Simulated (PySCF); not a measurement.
Nitrosoethylene, C2H3NO.
Numbering: `[CH2:1]=[CH:2][N:3]=[O:4]` (hydrogens: H5, H6 on C1; H7 on C2)

Cartesian coordinates in Å at the PBE0-D3(BJ)/def2-TZVP level; atoms count from 1:
```xyz
7
C2H3NO angstrom
C     -1.0182   -0.1515   -0.2936
C      0.1751    0.3083    0.0660
N      1.2040   -0.6515    0.2550
O      2.2607   -0.1751    0.5807
H     -1.8612    0.5067   -0.4594
H     -1.1583   -1.2185   -0.4264
H      0.4319    1.3526    0.2280
```

Level of theory: PySCF, PBE0-D3(BJ)/def2-TZVP geometry optimisation, gas phase.

Take the most abundant isotopes and a rigid rotor. The values belong to one conformer with, in the numbering `[CH2:1]=[CH:2][N:3]=[O:4]`, C1–C2–N3–O4 180°.

Problem. Give the principal moments of inertia and the rotational constants in MHz.

Solution. Ia = 9.39, Ib = 98.19, Ic = 107.58 u·Å²; 505379 MHz·u·Å²/I gives A = 53800, B = 5147, C = 4698 MHz.

Problem. What kind of rotor is it?

Solution. A near-prolate asymmetric top: κ = (2 × 5147 − 53800 − 4698)/(53800 − 4698) = -0.98.

Problem. Is it planar, by Δ = Ic − Ia − Ib?

Solution. Planar: Δ = Ic − Ia − Ib = 0.00 u·Å². For a rigid frame Δ = −2 Σ m c², so it vanishes when all atoms lie in the ab plane; here none is more than 0.01 Å from it.

Problem. List the rotational levels J(Ka,Kc) to J = 2 (MHz).

Solution. Above 0(0,0):
J = 1: 1(0,1) 9845, 1(1,1) 58498, 1(1,0) 58947
J = 2: 2(0,2) 29532, 2(1,2) 77738, 2(1,1) 79086, 2(2,1) 225044, 2(2,0) 225047
Those of J = 1 are B + C, A + C and A + B.

Problem. Which lines would a microwave search look for?

Solution. The dipole components are |μa| = 3.11 D, |μb| = 0.80 D, |μc| = 0.00 D; the mirror of this Cs structure is the ab plane, so μc vanishes by symmetry and there are no c-type lines. Intensities carry the squares of the components, which stand as 1.00 : 0.07 (a : b). Some lines, for components of 0.1 D or more:

```json
{"type": "a", "branch": "Q", "J(Ka,Kc)": "1(1,0) ← 1(1,1)", "MHz": "449", "lower level (cm⁻¹)": "1.951"}
{"type": "a", "branch": "Q", "J(Ka,Kc)": "2(1,1) ← 2(1,2)", "MHz": "1348", "lower level (cm⁻¹)": "2.593"}
{"type": "a", "branch": "Q", "J(Ka,Kc)": "3(1,2) ← 3(1,3)", "MHz": "2697", "lower level (cm⁻¹)": "3.556"}
{"type": "a", "branch": "R", "J(Ka,Kc)": "1(0,1) ← 0(0,0)", "MHz": "9845", "lower level (cm⁻¹)": "0.000"}
{"type": "a", "branch": "R", "J(Ka,Kc)": "2(1,2) ← 1(1,1)", "MHz": "19240", "lower level (cm⁻¹)": "1.951"}
{"type": "a", "branch": "R", "J(Ka,Kc)": "2(0,2) ← 1(0,1)", "MHz": "19687", "lower level (cm⁻¹)": "0.328"}
{"type": "a", "branch": "R", "J(Ka,Kc)": "2(1,1) ← 1(1,0)", "MHz": "20139", "lower level (cm⁻¹)": "1.966"}
{"type": "a", "branch": "R", "J(Ka,Kc)": "3(1,3) ← 2(1,2)", "MHz": "28859", "lower level (cm⁻¹)": "2.593"}
{"type": "a", "branch": "R", "J(Ka,Kc)": "3(0,3) ← 2(0,2)", "MHz": "29523", "lower level (cm⁻¹)": "0.985"}
{"type": "a", "branch": "R", "J(Ka,Kc)": "3(2,1) ← 2(2,0)", "MHz": "29547", "lower level (cm⁻¹)": "7.507"}
{"type": "b", "branch": "Q", "J(Ka,Kc)": "1(1,0) ← 1(0,1)", "MHz": "49102", "lower level (cm⁻¹)": "0.328"}
{"type": "b", "branch": "Q", "J(Ka,Kc)": "2(1,1) ← 2(0,2)", "MHz": "49555", "lower level (cm⁻¹)": "0.985"}
{"type": "b", "branch": "Q", "J(Ka,Kc)": "3(1,2) ← 3(0,3)", "MHz": "50239", "lower level (cm⁻¹)": "1.970"}
{"type": "b", "branch": "R", "J(Ka,Kc)": "1(1,1) ← 0(0,0)", "MHz": "58498", "lower level (cm⁻¹)": "0.000"}
{"type": "b", "branch": "R", "J(Ka,Kc)": "2(1,2) ← 1(0,1)", "MHz": "67893", "lower level (cm⁻¹)": "0.328"}
{"type": "b", "branch": "R", "J(Ka,Kc)": "3(1,3) ← 2(0,2)", "MHz": "77065", "lower level (cm⁻¹)": "0.985"}
{"type": "b", "branch": "Q", "J(Ka,Kc)": "3(2,1) ← 3(1,2)", "MHz": "145301", "lower level (cm⁻¹)": "3.646"}
{"type": "b", "branch": "Q", "J(Ka,Kc)": "2(2,0) ← 2(1,1)", "MHz": "145961", "lower level (cm⁻¹)": "2.638"}
{"type": "b", "branch": "Q", "J(Ka,Kc)": "2(2,1) ← 2(1,2)", "MHz": "147306", "lower level (cm⁻¹)": "2.593"}
{"type": "b", "branch": "Q", "J(Ka,Kc)": "3(2,2) ← 3(1,3)", "MHz": "147982", "lower level (cm⁻¹)": "3.556"}
{"type": "b", "branch": "R", "J(Ka,Kc)": "2(2,1) ← 1(1,0)", "MHz": "166097", "lower level (cm⁻¹)": "1.966"}
{"type": "b", "branch": "R", "J(Ka,Kc)": "2(2,0) ← 1(1,1)", "MHz": "166550", "lower level (cm⁻¹)": "1.951"}
{"type": "b", "branch": "R", "J(Ka,Kc)": "3(2,2) ← 2(1,1)", "MHz": "175493", "lower level (cm⁻¹)": "2.638"}
{"type": "b", "branch": "R", "J(Ka,Kc)": "3(2,1) ← 2(1,2)", "MHz": "176856", "lower level (cm⁻¹)": "2.593"}
{"type": "b", "branch": "Q", "J(Ka,Kc)": "3(3,0) ← 3(2,1)", "MHz": "244373", "lower level (cm⁻¹)": "8.492"}
{"type": "b", "branch": "Q", "J(Ka,Kc)": "3(3,1) ← 3(2,2)", "MHz": "244388", "lower level (cm⁻¹)": "8.492"}
{"type": "b", "branch": "R", "J(Ka,Kc)": "3(3,1) ← 2(2,0)", "MHz": "273920", "lower level (cm⁻¹)": "7.507"}
{"type": "b", "branch": "R", "J(Ka,Kc)": "3(3,0) ← 2(2,1)", "MHz": "273923", "lower level (cm⁻¹)": "7.507"}
```

Problem. Estimate the classical rotational partition function at 50 K, 100 K and 298.15 K.

Solution. Point group Cs, symmetry number σ = 1; q = (√π/σ)·√((kT/h)³/(ABC)), k/h = 20836.6 MHz/K: 1650 at 50 K, 4670 at 100 K, 24100 at 298.15 K.

PBE0-D3(BJ)/def2-TZVP frequencies: not computed here. These are rigid-rotor constants of the computed structure; measured ground-state constants (B0) also hold zero-point vibration. Quadrupole hyperfine structure (14N) is left out.

The run took 41 s of wall time on an Arm Neoverse V1 with one thread, shared host, and the process peaked at 0.55 GiB of memory. These figures are those of the optimisation.
